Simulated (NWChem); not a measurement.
hydrogen cyanide (CHN); SMILES C#N

All runs: NWChem. Pople sets run with spherical d functions. Geometry: optimised at PBE0-D3(BJ)/def2-TZVP. Computed dipoles belong to the equilibrium geometry; the measured one is vibrationally averaged.

Measured dipole moment: 2.98 D (NIST CCCBDB, as tabulated in the package chemicals).

```
level            dipole moment (D)  computed − measured
---------------  -----------------  -------------------
TPSS/STO-3G                   2.26                -0.72
TPSS/3-21G                       ?                    ?
TPSS/6-31G*                   2.85                -0.13
TPSS/6-31+G*                  3.01                +0.03
TPSS/6-311G**                    ?                    ?
TPSS/6-311++G**               2.99                +0.01
```

### Question
What belongs in the gaps?

### Answer

- TPSS/6-311G**, dipole moment (D): 2.89
- TPSS/6-311G**, computed − measured: -0.09
- TPSS/3-21G, dipole moment (D): 2.69
- TPSS/3-21G, computed − measured: -0.29
